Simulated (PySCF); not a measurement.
Gas-phase reaction: 2 H3SiOCH3 + 5 C3H4 (propyne) → 2 SiH2 + 2 HCHO (formaldehyde) + 3 C5H8 (cyclic)

Energies from PySCF, thermal terms from the rigid-rotor harmonic-oscillator model, ideal gas at 1 bar. † marks an energy on the PBE0/def2-TZVP geometry and frequencies; other levels use their own. MP2 freezes the core. 6-31G* has spherical d functions here. All species are closed-shell singlets. B3LYP is the form with VWN-RPA correlation. MP2 isn't extrapolated to the basis-set limit; its ΔH°(298 K) is -78.2 kJ in def2-SVP and 21.1 kJ in def2-TZVPP. The harmonic model lacks anharmonicity and excited electronic states, which grow with temperature; levels with a mode under 35 cm⁻¹ are left out. Internal rotation in H3SiOCH3 is treated as a harmonic vibration of one conformer, which makes the entropy rough.

```csv
level,"ΔE electronic, kJ","ΔH°(298 K), kJ","ΔS°(298 K), J/K","ΔG°(1400 K), kJ"
B3LYP/6-31G*,-127,-100,-108,98
BLYP/def2-TZVP†,36,63,-109,262
HF/6-31G*,-90,-62,-97,120
MP2/def2-SVP†,-104,-78,-109,121
PBE/def2-SVP,-183,-160,-108,36
PBE/def2-TZVP†,-91,-65,-109,135
PBE0/def2-SVP†,-212,-186,-109,13
PBE0/def2-TZVP,-114,-88,-109,112
```
ΔH° is lowest at PBE0/def2-SVP† and highest at BLYP/def2-TZVP†. No reference value is set beside these.
